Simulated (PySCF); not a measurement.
B3LYP has the VWN-RPA correlation part, as in Gaussian. 

Cartesian coordinates (Å):
```xyz
4

C      0.0000     0.0000     0.0001
H      1.0320    -0.3150    -0.0014
H     -0.7888    -0.7362    -0.0044
H     -0.2432     1.0512     0.0057
```
Charge 0, spin multiplicity 2.

What total energy, dipole moment and highest occupied spin orbital does B3LYP-D3(BJ)/def2-TZVP run with PySCF give?


```
Item                                Result
-----------------------------  -----------
total energy                   -39.8602 Ha
dipole moment                       0.00 D
highest occupied spin orbital     -6.45 eV
```
